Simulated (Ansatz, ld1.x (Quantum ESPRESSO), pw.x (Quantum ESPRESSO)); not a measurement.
# What a changed setting does to a pw.x run (fcc Sc)

Potential: norm-conserving Troullier–Martins (Kleinman–Bylander form), ld1.x (Quantum ESPRESSO) 7.5, LDA (PW92); core [Ar], reference 3d1 4s2 4p0; waves: 4s (bound): rc 2.60 bohr; 4p (bound, empty): rc 3.60 bohr; 3d (bound): rc 2.20 bohr; local part: all-electron potential smoothed inside 2.55 bohr (lloc = -1); core correction: Bessel-smoothed model core inside 2.25 bohr.

The reference run (k-mesh 13³, cutoffs 60/240 Ry, Fermi–Dirac 0.01 Ry, mixing_beta 0.4, conv_thr 1e-9, no spin) gives -0.67 GPa at 22.555 Å³/atom, where all-electron LAPW gives 0.00 GPa. This run, with its own iteration cap, changes degauss to 0.002.

```
&control
  calculation='scf', prefix='x', pseudo_dir='./', outdir='./tmp', tstress=.true., disk_io='none'
/
&system
  ibrav=0, nat=1, ntyp=1, ecutwfc=60, ecutrho=240, nbnd=8,
  occupations='smearing', smearing='fd', degauss=0.002
/
&electrons
  conv_thr=1e-09, mixing_beta=0.4, electron_maxstep=70
/
ATOMIC_SPECIES
Sc 1.0 Sc.UPF
CELL_PARAMETERS angstrom
  0.00000000 2.24252665 2.24252665
  2.24252665 0.00000000 2.24252665
  2.24252665 2.24252665 0.00000000
ATOMIC_POSITIONS crystal
Sc 0.0000 0.0000 0.0000
K_POINTS automatic
13 13 13 0 0 0
```

```bash
pw.x < Sc.scf.in > Sc.scf.out
```

Question: How does the run end?

Answer: It converges in 7 iterations; the free energy moves by +50.1 meV/atom and the pressure by -0.58 GPa. In a metal, with Fermi–Dirac smearing, F lies below its zero-width value by a term in the square of the width.

```
Message from routine setup:
     using ibrav=0 with symmetry is DISCOURAGED, use correct ibrav instead
     lattice parameter (alat)  =       5.9931  a.u.
     unit-cell volume          =     152.2087 (a.u.)^3
     number of electrons       =         3.00
     number of Kohn-Sham states=            8
     kinetic-energy cutoff     =      60.0000  Ry
     charge density cutoff     =     240.0000  Ry
     scf convergence threshold =      1.0E-09
     Exchange-correlation= PW
     number of k points=    84  Fermi-Dirac smearing, width (Ry)=  0.0020
     iteration #  1     ecut=    60.00 Ry     beta= 0.40
     total energy              =      -7.83766872 Ry
     estimated scf accuracy    <       0.00687815 Ry
     iteration #  2     ecut=    60.00 Ry     beta= 0.40
     total energy              =      -7.83788657 Ry
     estimated scf accuracy    <       0.00078040 Ry
     iteration #  3     ecut=    60.00 Ry     beta= 0.40
     total energy              =      -7.83804349 Ry
     estimated scf accuracy    <       0.00002812 Ry
     iteration #  4     ecut=    60.00 Ry     beta= 0.40
     total energy              =      -7.83804537 Ry
     estimated scf accuracy    <       0.00000414 Ry
     iteration #  5     ecut=    60.00 Ry     beta= 0.40
     total energy              =      -7.83804602 Ry
     estimated scf accuracy    <       0.00000003 Ry
     iteration #  6     ecut=    60.00 Ry     beta= 0.40
     total energy              =      -7.83804605 Ry
     estimated scf accuracy    <          7.8E-09 Ry
     iteration #  7     ecut=    60.00 Ry     beta= 0.40
     the Fermi energy is     5.4446 ev
!    total energy              =      -7.83804605 Ry
     estimated scf accuracy    <          1.2E-10 Ry
     smearing contrib. (-TS)   =      -0.00030626 Ry
     The total energy is F=E-TS. E is the sum of the following terms:
     one-electron contribution =       3.26021434 Ry
     hartree contribution      =       0.02862139 Ry
     xc contribution           =      -6.25799554 Ry
     ewald contribution        =      -4.86857998 Ry
     convergence has been achieved in   7 iterations
          total   stress  (Ry/bohr**3)                   (kbar)     P=      -12.48
     Message from routine punch:
     Nothing written, as per user request (disk_io='none')
```

The run took about 8.9 s on one core of a shared host (Neoverse-V1, 32 threads, 247 GiB, load 15).
